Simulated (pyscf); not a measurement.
F–InH–Cl → Cl–In [singlet] + HF, a 1,1-elimination (singlet surface; F–In, H–In broken, F–H formed). PySCF, gas phase, ωB97X-D3(BJ)/def2-SVP geometries. Correlated levels are frozen-core, on RHF or UHF. ΔMP2 is the change of the MP2 total energy from the triple- to the quadruple-zeta basis. Energies in kJ/mol from the reactant's lowest minimum found.

AM1 to PM7: differences of heats of formation from MOPAC. 

Question: In single points AM1 puts the saddle at 126.1 kJ/mol and the reaction energy at -208.6 kJ/mol. Should these be trusted to within a few kcal/mol? Compare with CCSD(T)/def2-TZVPP + ΔMP2(QZVPP).

Answer: CCSD(T)/def2-TZVPP + ΔMP2(QZVPP) gives ΔE‡ = 167.0 kJ/mol and ΔE = -29.0 kJ/mol. AM1 lies 40.9 kJ/mol under it in the barrier and 179.6 kJ/mol under it in the reaction energy, so on this step it does not hold to within 12.6 kJ/mol. CCSD(T)/def2-TZVPP + ΔMP2(QZVPP) has limits of its own. One saddle was located; it need not be the lowest between these sides. The CCSD(T) − MP2 part came from Ansatz, without density fitting, on the same reference. The frozen core leaves the outer d or s,p core shells of the metals and heavy elements correlated in the MP2 and CC values, and def2-TZVPP describes them poorly, which can shift differences by a few kcal/mol. Elements past Kr carry the def2 core potentials, without spin-orbit coupling.
